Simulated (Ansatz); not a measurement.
System: grey tin (α-Sn). Method: RPBE (PAW; Ansatz, an electronic-structure program).

Numerical settings: plane-wave cutoff 520 eV, 10×10×10 k mesh, Fermi–Dirac smearing 0.01 eV, scalar-relativistic PAW data made under PBE.

The cell has the measured lattice: a = b = c = 6.4830 Å, α = β = γ = 90.00°.

What does this level give for the width of the whole s-p valence band?


- width of the whole s-p valence band = 10.68 eV

The run finds no gap.

Note: cell and atoms aren't relaxed at this level (pressure 4.8 GPa).

Spin–orbit coupling is not included; it can open a gap where bands touch, and shift volumes and moduli.

It cost very roughly 8 core-seconds of CPU time.
